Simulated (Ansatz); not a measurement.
# BH₄ (doublet): the correlation ladder at distance B1–H4 along a hydrogen transfer = 1.485 Å, 6-31G

An exercise on one series of results from a longer session: the logs are not shown, and one member is left open.

The runs use Ansatz 0.2.0, Gaussian basis; 6-31G, core rule «outside noble gas», up to 1 orbitals frozen.

To be run: UHF; CCSD(T) on ROHF; CCSD(T) on UHF; BCCD(T) on ROHF; CISD; CCSDT(Q) on ROHF; CCSDT(Q) on UHF; CISDTQ; CASSCF and NEVPT2, 7 electrons in 8 orbitals; Full CI.

10 further runs of the same task are left out: 1 that didn't finish, 9 set aside as unsound or not needed.

## The system

The geometry derives from fragments relaxed apart (PBE0/def2-TZVP) and kept rigid, so it is no stationary point. A hydrogen atom is moved between rigid fragments.

5 atoms, charge 0, spin multiplicity 2.

Atoms are counted from 1 here; the program's logs count them from 0.

Bond lengths: B1–H2 1.193 Å, B1–H3 1.193 Å. Angles: H2–B1–H3 120.0°.

Set-up of the first run:

Contents of in.yaml:

```yaml
crystal:
  periodic: [false, false, false]
  atoms:
    - {symbol: B, position_ang: [-0.186104, 0.000000, 0.000000]}
    - {symbol: H, position_ang: [-0.782837, 1.033571, 0.000000]}
    - {symbol: H, position_ang: [-0.782837, -1.033571, 0.000000]}
    - {symbol: H, position_ang: [1.298896, 0.000000, 0.000000]}
    - {symbol: H, position_ang: [2.262896, 0.000000, 0.000000]}
basis:
  gaussian: {orbitals: 6-31G}
magnetization: {spin_polarized: true, initial_magnetization: 1}
hamiltonian: {xc: hf}
output: {orbitals: {seedname: orbitals}}
```

Run with:

```
ansatz run in.yaml --threads 1 --pin off --events-out ev --progress --plain --max-ram 2393MiB
```

Steps of the session up to this table: UHF; CCSD(T) on ROHF; CCSD(T) on UHF; BCCD(T) on ROHF; CISD; CCSDT(Q) on ROHF; CCSDT(Q) on UHF; CISDTQ; CASSCF and NEVPT2, 7 electrons in 8 orbitals; Full CI.

One of the session's tables, all rows but one given; the rest of the session is left out.

| method | from FCI (kcal/mol) |
| --- | --- |
| ROHF | ? |
| UHF | +51.66 |
| RMP2 | +14.85 |
| UMP2 | +14.84 |
| CISD | +2.73 |
| RCCSD | +0.99 |
| UCCSD | +0.93 |
| RCCSD(T) | +0.27 |
| UCCSD(T) | +0.28 |
| BCCD(T) | +0.27 |
| RCCSDT | +0.02 |
| UCCSDT | +0.02 |
| CISDTQ | +0.04 |
| RCCSDT(Q) | +0.01 |
| UCCSDT(Q) | +0.01 |
| CASSCF valence | +17.04 |
| NEVPT2 valence | +4.55 |
| FCI | 0 |

Q: Estimate the row for ROHF from the others.

**Answer.** from FCI (kcal/mol): +57.46. In the column «from FCI (kcal/mol)» it is the highest.

Limits of these values: Levels on UHF freeze UHF's core orbitals, full CI those of ROHF, so the U rows can settle a little off it for that reason alone. Restricted and unrestricted rows rest on different reference determinants; where their highest levels disagree by more than a few hundredths of an eV, they describe different states and don't form one ladder.
